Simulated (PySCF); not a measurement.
Telling isomers of C5H6 apart by NMR

PySCF calculation with J couplings at B3LYP/pcJ-1 (spin–dipole term left out of most H,H and C,H couplings), structure optimised with PBE0-D3(BJ)/def2-SVP and GIAO PBE0/pcSseg-1 shieldings; relativity neglected, no solvent, a single conformation, one averaged value for each set of equivalent atoms.

Referencing at the same level of theory: 1H (31.27 ppm) and 13C (184.41 ppm) vs TMS. Multiplet labels drop J under 1 Hz and among equivalent protons, and merge close values. Unscaled 3J(H,H) run several per cent high. Shifts are as computed. Against solution values, carbons near 30 ppm lie about +2 ppm off and those near 130 ppm about +5 ppm. Of 1211 compounds with measured shifts, 218 miss one by over three times the rms of a fit or turn the order of signals round; such compounds aren't used in these exercises.

(1) Tabulate the signals of `C=CC1=CC1`, `CC=C1C=C1`, `C#C/C=C/C` and their relative energies.

(2) What is the quickest way to tell C=CC1=CC1 from CC=C1C=C1?

(3) What is the quickest way to tell C=CC1=CC1 from C#C/C=C/C?

(4) What is the quickest way to tell CC=C1C=C1 from C#C/C=C/C?

Results:

(1) 
```json
{"SMILES": "C=CC1=CC1", "carbon types": "1×C 2×CH 2×CH2", "δC": "133.5, 132.2, 123.4, 113.4, 7.7", "δH": "7.06 (quint, 1H), 6.89 (dd, 1H), 5.99 (ddq, 1H), 5.85 (ddq, 1H), 1.23 (q, 2H)", "E rel. (kcal/mol)": "13.6"}
{"SMILES": "CC=C1C=C1", "carbon types": "1×C 3×CH 1×CH3", "δC": "140.9, 140.7, 117.2, 76.0, 17.6", "δH": "8.21 (dd, 1H), 8.09 (t, 1H), 4.15 (qt, 1H), 1.75 (d, 3H)", "E rel. (kcal/mol)": "19.8"}
{"SMILES": "C#C/C=C/C", "carbon types": "1×C 3×CH 1×CH3", "δC": "152.7, 117.7, 85.9, 84.9, 22.0", "δH": "6.42 (dqd, 1H), 5.58 (ddq, 1H), 2.93 (d of quint, 1H), 1.89 (ddd, 3H)", "E rel. (kcal/mol)": "0.0"}
```

Energies are electronic energies at PBE0/pcSseg-1 on these geometries, without zero-point or thermal terms, each for the one conformer computed, which needn't be the lowest.

(2) Both give the same number of carbon signals, but DEPT or the intensities differ. The first has a terminal =CH2 carbon at 133.5 ppm, the second an allylic methyl carbon (CH3) at 17.6 ppm. Their most deshielded carbons lie at 133.5 and 140.9 ppm. In the proton spectra the most deshielded non-exchanging signals are 7.06 (quint, J = 1.2 Hz, 1H) and 8.21 (dd, J = 2.7, 2.0 Hz, 1H).

(3) Both give the same number of carbon signals, but DEPT or the intensities differ. The first has a terminal =CH2 carbon at 133.5 ppm, the second an allylic methyl carbon (CH3) at 22.0 ppm. Their most deshielded carbons lie at 133.5 and 152.7 ppm. In the proton spectra the most deshielded non-exchanging signals are 7.06 (quint, J = 1.2 Hz, 1H) and 6.42 (dqd, J = 16.8, 8.3, 1.1 Hz, 1H).

(4) Both give the same number of carbon signals, with the same numbers of each carbon type, so the positions decide. The first has a fully substituted alkene carbon (C) at 117.2 ppm, the second an alkyne carbon (C) at 84.9 ppm. Their most deshielded carbons lie at 140.9 and 152.7 ppm. In the proton spectra the most deshielded non-exchanging signals are 8.21 (dd, J = 2.7, 2.0 Hz, 1H) and 6.42 (dqd, J = 16.8, 8.3, 1.1 Hz, 1H).
